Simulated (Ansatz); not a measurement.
`C1NCO1`, charge 0, multiplicity 1.

Give a relaxed structure at PBE0-D4/def2-TZVP (Ansatz). (Best estimate.)

The calculation gave: 
Z-matrix (Å, degrees):
```
C
O 1 1.425
N 1 1.464 2 92.3
H 1 1.096 2 111.8 3 117.5
H 1 1.099 2 112.6 3 -118.7
C 2 1.425 1 89.0 3 5.7
H 3 1.011 1 113.2 2 -119.1
H 6 1.096 2 111.8 1 -123.2
H 6 1.100 2 112.6 1 113.0
```
Point group Cs.
This is one stationary point; other conformers may exist.
